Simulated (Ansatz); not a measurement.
in.yaml

```yaml
crystal:
  periodic: [false, false, false]
  atoms:
    - {symbol: Al, position_ang: [0.000000, 0.000000, 0.000000]}
    - {symbol: P, position_ang: [0.000000, 0.000000, 2.072600]}
basis:
  gaussian: {orbitals: pcseg-2, fitting: {mean_field: def2-universal-jkfit}, point_charges: [{charge: -1.00, position_ang: [4.457, 0.525, 0.879]}]}
total_charge: 1
magnetization: {spin_polarized: true, initial_magnetization: 1}
hamiltonian: {xc: {name: PBE}}
correlation: {method: ccsd, electrons: outside_noble_gas}
```

```sh
$ ansatz run in.yaml --threads 1 --pin off --events-out ev --progress --plain --max-ram 2393MiB
```

Log:

```
256 factors; integrals over basis functions are off by at most 8.2e-1 eV
mean field evaluation 1: about -15859.5738 eV, gradient 3.5e1 eV
mean field evaluation 2: about -15859.5733 eV, gradient 3.5e1 eV
mean field evaluation 4: about -15869.9165 eV, gradient 9.7e0 eV
mean field evaluation 8: about -15870.3021 eV, gradient 6.4e0 eV
mean field evaluation 16: about -15870.7485 eV, gradient 3.9e-2 eV
mean field evaluation 32: about -15870.7486 eV, gradient 1.3e-5 eV
mean field evaluation 64: about -15869.4590 eV, gradient 7.7e0 eV
mean field evaluation 96: about -15870.5134 eV, gradient 2.4e0 eV
mean field evaluation 128: about -15870.5364 eV, gradient 3.1e-2 eV
mean field evaluation 160: about -15847.3317 eV, gradient 2.2e1 eV
mean field -15870.74857255 eV, -583.2392524614 hartree, gradient 2.7e-6 eV, S^2 1.677132; 9 other end points of the search recorded, 0 dependent functions left out
10 core orbitals not correlated: weight in the atoms' cores, before any rotation towards them, 1.000 or more for the frozen orbitals, at most 0.000 for the correlated occupied ones
reference -15848.83407593 eV, -582.4339095650 hartree; 4, 3 occupied and 54, 55 virtual orbitals, 256 factors
second order -3.39780638 eV of doubles, -0.25090324 eV of singles
...
cycle  12  -4.22527038 eV  change   -6.0e-4 eV  update   8.6e-4
cycle  13  -4.22526323 eV  change    7.1e-6 eV  update   5.8e-4
cycle  14  -4.22561956 eV  change   -3.6e-4 eV  update   3.7e-4
cycle  15  -4.22551137 eV  change    1.1e-4 eV  update   1.9e-4
cycle  16  -4.22564115 eV  change   -1.3e-4 eV  update   1.1e-4
cycle  17  -4.22564149 eV  change   -3.4e-7 eV  update   7.0e-5
cycle  18  -4.22563553 eV  change    6.0e-6 eV  update   4.7e-5
cycle  19  -4.22561694 eV  change    1.9e-5 eV  update   3.0e-5
cycle  20  -4.22560060 eV  change    1.6e-5 eV  update   1.5e-5
cycle  21  -4.22559828 eV  change    2.3e-6 eV  update   7.5e-6
WARN: the results are in doubt because among natural orbitals full CI differs from the method by +0.245 eV
Total energy: -15853.05967421 eV, -582.5891974376 hartree
In doubt: among natural orbitals full CI differs from the method by +0.245 eV
```

Ran on 1 thread of Arm Neoverse N1, shared host: 20 s wall, 0.15 GiB peak host memory.
